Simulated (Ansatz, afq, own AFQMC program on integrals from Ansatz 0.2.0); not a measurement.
Cu, doublet: AFQMC among the cluster methods

A free Cu atom.

Basis def2-SVP. Only valence electrons are correlated. AFQMC by an in-house program on the Cholesky factors that Ansatz 0.2.0 writes for its CCSD(T) run. ph-AFQMC/CISD is guided by a CISD state made of CCSD amplitudes; releasing the constraint for a short imaginary time cuts its bias at the price of noise, slowly where states lie close. ± is one standard error of the sampling. The metal's outer-core s and p shells are frozen, which shifts wave-function levels against functionals.

Determinant: ROHF, the one that the program's search chose, which needn't be the lowest solution.

No full CI on the walks' own integrals is used here; CCSDTQ serves as the reference and is uncertain by about the last step of the cluster series.

Cautions: no relativity below Rb; outer-core shells of the metal frozen; the released energies get too noisy after the second time (errors over twice the walk's own, or jumping), so no released level is given (meV from the phaseless value at times in 1/Eh: -16 ± 5 at 0.24, -15 ± 6 at 0.51, -83 ± 56 at 0.99, -29 ± 8 at 1.62, -2 ± 16 at 2.40).

```
T1 diagnostic                               : 0.0118
weight of the determinant in the CISD state : 0.950
size of the correlated space                : 11 electrons in 22 orbitals
```

Reference: CCSDTQ, correlation energy -7.120 eV.

```
        level  E − E(reference) (kJ/mol)  share of correlation (%)
           HF                      687.0                      0.00
          MP2                      -55.7                    108.11
         CCSD                       25.4                     96.31
      CCSD(T)                       -4.8                    100.69
        CCSDT                       -2.8                    100.40
     CCSDT(Q)                        2.8                     99.60
  ph-AFQMC/HF                  9.4 ± 2.6                     98.63
ph-AFQMC/CISD                  3.6 ± 0.4                     99.48
```

CCSDT and higher add their correlation energy to the determinant of the CCSD(T) run, since their own runs factorise the integrals more tightly (a shift of under 2 meV). A walk keeps the symmetry of its determinant, which the program's search chose and which needn't be the lowest solution, so a lower state of the same spin and another symmetry isn't excluded.
